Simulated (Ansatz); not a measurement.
`CC(F)F` → 2 C• + 2 F• + 4 H•  (atomization)

Calculated with Ansatz (gas phase, PBE0-D4/def2-TZVP geometries, no zero-point term in ΔE). CCSD(T)/CBS is the MP2 limit (def2-TZVPP, def2-QZVPP) plus CCSD(T) − MP2 in def2-TZVPP, frozen cores. This one scheme is used for every species, atoms too. Functionals use def2-TZVPP. B3LYP here is the variant with VWN-RPA as its local correlation; programs differ in this. HSE06 is defined as in plane-wave codes. No spin–orbit coupling; open shells (•) take unrestricted orbitals. Spin–orbit coupling would lower the free atoms: a little for C, F.

```json
{"level": "BLYP-D4", "ΔE (eV)": "32.04", "difference from CCSD(T)/CBS": "0.00"}
{"level": "r2SCAN-D4", "ΔE (eV)": "32.14", "difference from CCSD(T)/CBS": "0.10"}
{"level": "B3LYP-D4", "ΔE (eV)": "31.97", "difference from CCSD(T)/CBS": "-0.07"}
{"level": "BHLYP-D4", "ΔE (eV)": "30.86", "difference from CCSD(T)/CBS": "-1.18"}
{"level": "PBE-QIDH", "ΔE (eV)": "31.87", "difference from CCSD(T)/CBS": "-0.17"}
{"level": "HSE06", "ΔE (eV)": "32.11", "difference from CCSD(T)/CBS": "0.07"}
{"level": "MP2/def2-SVP", "ΔE (eV)": "31.17", "difference from CCSD(T)/CBS": "-0.87"}
{"level": "MP2/def2-TZVPP", "ΔE (eV)": "31.98", "difference from CCSD(T)/CBS": "-0.06"}
{"level": "CCSD(T)/def2-TZVPP", "ΔE (eV)": "31.28", "difference from CCSD(T)/CBS": "-0.76"}
{"level": "MP2/CBS(def2)", "ΔE (eV)": "32.73", "difference from CCSD(T)/CBS": "0.69"}
{"level": "CCSD(T)/CBS", "ΔE (eV)": "32.04", "difference from CCSD(T)/CBS": "0"}
```

Task: What do rigid-rotor, harmonic-oscillator terms from PBE0-D4/def2-TZVP frequencies (298.15 K, 1 bar) make of the CCSD(T)/CBS value? (An estimate is asked.)

Result: Computed: ΔZPE = -1.65 eV, ΔH = +30.76 eV, ΔS = 815 J/(mol·K), ΔG = +28.24 eV. Open shells count their whole term as degenerate.

Largest T1 diagnostic among the species: 0.011.

At CCSD(T), def2-SVP lies −1.39 eV from the extrapolated value and def2-TZVPP −0.75 eV: correlation converges slowly with the basis, and small sets miss more of it in the bonded molecule than in its fragments. The D4 term adds +0.15 eV with B3LYP and +0.08 eV with PBE0; it sums over pairs of atoms, weighted by their polarisabilities, and B3LYP, whose exchange is more repulsive, gets the larger term.

For atomizations the MP2-based limit and the directly extrapolated one differ by several kJ/mol either way, and by 10 to 25 for some Ge, Se and Sn compounds, so smaller differences from it don't rank the levels.
